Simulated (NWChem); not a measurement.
System: ammonia (NH3); SMILES N

The following NWChem deck was run.

```
start job
memory heap 200 mb stack 900 mb global 1100 mb
geometry units angstroms noautosym nocenter noautoz
  N      0.000000     0.000000     0.138852
  H      0.661761     0.661761    -0.266384
  H      0.242221    -0.903982    -0.266384
  H     -0.903982     0.242221    -0.266384
end
basis spherical
  * library def2-svp
end
dft
  xc m05-2x
  iterations 150
end
cosmo
  do_cosmo_smd true
  solvent hexane
end
task dft energy
```

Coordinates come from a PBE0/def2-SVP optimisation. Solvent: n-hexane.

Level: M05-2X/def2-SVP with SMD (1 M gas to 1 M solution), gas-phase geometry.

Question: Predict the main results of this run. (M05-2X/def2-SVP, SMD on the gas-phase geometry.) Quantities: solvation free energy (kcal/mol); cavity-dispersion-structure term (kcal/mol); dipole in solution (D).

Answer: 
| Quantity | Value |
|---|---|
| solvation free energy (kcal/mol) | -1.1 |
| cavity-dispersion-structure term (kcal/mol) | 1.4 |
| dipole in solution (D) | 1.96 |
